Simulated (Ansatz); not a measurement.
Molecule: CH3, net charge 0, doublet state. SMILES: [CH3]
Structure (B3LYP-D3(BJ)/def2-TZVP (Ansatz, a quantum-chemistry and plane-wave program) minimum search):
```xyz
4

C      0.0000     0.0000     0.0000
H      0.0036     1.0786    -0.0270
H      0.9326    -0.5425     0.0110
H     -0.9362    -0.5361     0.0160
```
Charge 0, spin multiplicity 2.

Computed values are from Ansatz. Correlated levels leave the core frozen unless marked. UHF or UKS for open shells. No spin-orbit coupling. No relativistic terms. CBS(X,Y): correlation extrapolated as X^-3; Hartree-Fock from the larger set.

* **atomisation energy De**: 1284.8 kJ/mol at CCSD(T)/CBS(aug-cc-pVTZ,aug-cc-pVQZ)
* **vertical ionisation energy (to the singlet)**: 9.78 eV at CCSD(T)/CBS(aug-cc-pVTZ,aug-cc-pVQZ)
* **total energy**: -39.7786 Eh at CCSD(T)/CBS(aug-cc-pVTZ,aug-cc-pVQZ)
* **dipole moment**: 0.00 D at CCSD(T)/aug-cc-pVDZ
* **T1 diagnostic**: 0.009 at CCSD/aug-cc-pVQZ
* **measured enthalpy of formation, 298 K**: 146.5 kJ/mol (Active Thermochemical Tables 1.112 (ions: stationary electron), as tabulated in the package chemicals)
* **measured ionisation energy, adiabatic**: 9.84 eV (CCCBDB table in ASE; older table, unchecked)
